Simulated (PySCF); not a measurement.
Species: propane, C₃H₈, charge 0, multiplicity 1. 
Coordinates optimised at B3LYP-D3(BJ)/def2-TZVP (Ansatz):
```xyz
11

C     -0.0014    -0.0033     0.5859
C      0.0027     1.2725    -0.2521
C     -0.0014    -1.2696    -0.2666
H     -0.8774    -0.0057     1.2413
H      0.8715    -0.0085     1.2455
H      0.0026     2.1656     0.3757
H     -0.0044    -2.1698     0.3510
H      0.8856     1.3165    -0.8947
H     -0.8771     1.3193    -0.8989
H     -0.8813    -1.3061    -0.9138
H      0.8814    -1.3090    -0.9097
```

Dispersion corrections to the total energy (kcal/mol) from the dftd3 and dftd4 libraries through PySCF: D3(BJ) without and D4 with the three-body term, each with the damping fitted for the functional named.

```
functional  D3(BJ)      D4
----------  ------  ------
BHLYP        -4.62       ?
revPBE      -10.15  -12.41
LC-wPBE      -3.23   -3.56
BLYP             ?   -7.48
BP86         -5.37   -4.10
PW6B95       -1.57       ?
r2SCAN       -1.01   -0.81
```

Question: What belongs in the gaps?

Answer: 
- BHLYP, D4: -3.38
- BLYP, D3(BJ): -7.71
- PW6B95, D4: -2.80
